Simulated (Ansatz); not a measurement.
**BH4OSi+ (SMILES OB[SiH2+]): functionals against CCSD(T) at one geometry**

A test off equilibrium: a frame of a short trajectory is computed at several levels, and each is set against CCSD(T).

Program: Ansatz 0.2.0, Gaussian basis. Level of theory: single points in def2-TZVPP. These are calculated values, not measurements.

Correlated methods freeze the cores.

### 1 The system as given

SMILES `OB[SiH2+]`, 7 atoms, charge 1, spin multiplicity 1.

Atoms are counted from 1 here; the program's logs count them from 0.

Bond lengths: O1–B2 1.319 Å, O1–H4 0.972 Å, B2–Si3 2.086 Å, B2–H5 1.223 Å, Si3–H6 1.497 Å, Si3–H7 1.495 Å. Angles: B2–O1–H4 120.8°, O1–B2–Si3 110.3°, O1–B2–H5 126.8°, Si3–B2–H5 122.9°, B2–Si3–H6 123.6°, B2–Si3–H7 129.0°, H6–Si3–H7 107.4°.

Geometry (Å):

| atom | x (Å) | y (Å) | z (Å) |
| --- | --- | --- | --- |
| O1 | -1.5132 | 0.1954 | -0.4299 |
| B2 | -0.3272 | -0.3201 | -0.6916 |
| Si3 | 1.0232 | 0.1645 | 0.8223 |
| H4 | -2.2522 | 0.0862 | -1.0518 |
| H5 | -0.0117 | -0.9659 | -1.6806 |
| H6 | 0.6436 | 0.2823 | 2.2652 |
| H7 | 2.4875 | 0.4486 | 0.7211 |

### 2 PBE-D4/def2-TZVPP

run/in.yaml reads:

```yaml
crystal:
  periodic: [false, false, false]
  atoms:
    - {symbol: O, position_ang: [-1.513171, 0.195425, -0.429891]}
    - {symbol: B, position_ang: [-0.327210, -0.320129, -0.691625]}
    - {symbol: Si, position_ang: [1.023150, 0.164466, 0.822272]}
    - {symbol: H, position_ang: [-2.252246, 0.086175, -1.051817]}
    - {symbol: H, position_ang: [-0.011734, -0.965882, -1.680604]}
    - {symbol: H, position_ang: [0.643553, 0.282265, 2.265226]}
    - {symbol: H, position_ang: [2.487486, 0.448621, 0.721072]}
basis:
  gaussian: {orbitals: def2-TZVPP}
total_charge: 1
hamiltonian: {xc: pbe, dispersion: d4}
output: {forces: true}
```

The run is started by

```bash
$ ansatz run in.yaml --threads 2 --pin off --events-out ev --progress --plain --max-ram 3481MiB
```

### 3 r2SCAN-D4/def2-TZVPP

run/in.yaml, as its differences from that of step 2:

```diff
@@ -13,3 +13,3 @@
 total_charge: 1
-hamiltonian: {xc: pbe, dispersion: d4}
+hamiltonian: {xc: r2scan, dispersion: d4}
 output: {forces: true}
```

### 4 PBE0-D4/def2-TZVPP

run/in.yaml, as its differences from that of step 3:

```diff
@@ -13,3 +13,3 @@
 total_charge: 1
-hamiltonian: {xc: r2scan, dispersion: d4}
-output: {forces: true}
+hamiltonian: {xc: pbe0, dispersion: d4}
+output: {forces: true, orbitals: {seedname: orbitals}}
```

### 5 wB97M-V/def2-TZVPP

run/in.yaml, as its differences from that of step 4:

```diff
@@ -13,3 +13,3 @@
 total_charge: 1
-hamiltonian: {xc: pbe0, dispersion: d4}
-output: {forces: true, orbitals: {seedname: orbitals}}
+hamiltonian: {xc: {name: wB97M-V}}
+output: {forces: true}
```

### 6 CCSD(T)/def2-TZVPP

run/in.yaml, as its differences from that of step 5:

```diff
@@ -13,3 +13,3 @@
 total_charge: 1
-hamiltonian: {xc: {name: wB97M-V}}
+correlation: {method: ccsd_t}
 output: {forces: true}
```

(Steps that only read results are left out.)

What does the calculation give? Wanted: energy less free atoms, CCSD(T)/def2-TZVPP; RMS force component; RMS force error; HOMO and LUMO, PBE0-D4; T1 diagnostic.

As calculated:

```
                                  quantity                                                             value
energy less free atoms, CCSD(T)/def2-TZVPP                                                   -359.9 kcal/mol
                       RMS force component                              0.323 to 0.443 eV/Å over the methods
                           RMS force error  PBE-D4 0.217, r2SCAN-D4 0.120, PBE0-D4 0.179, wB97M-V 0.124 eV/Å
                    HOMO and LUMO, PBE0-D4                                               -14.16 and -9.51 eV
                             T1 diagnostic                                                             0.015
```

In words: Against CCSD(T) the functionals' energies less atoms differ by -19.6 to -10.2 kcal/mol, PBE-D4 by -19.6 kcal/mol. A larger basis would deepen the CCSD(T) value, while the functionals are nearly converged already, so the order here is not reliable. The forces of r2SCAN-D4 come nearest to CCSD(T), those of PBE-D4 are farthest. Frozen-core CCSD(T) forces in triple zeta carry basis errors of their own, and this is one geometry, so small gaps rank nothing.
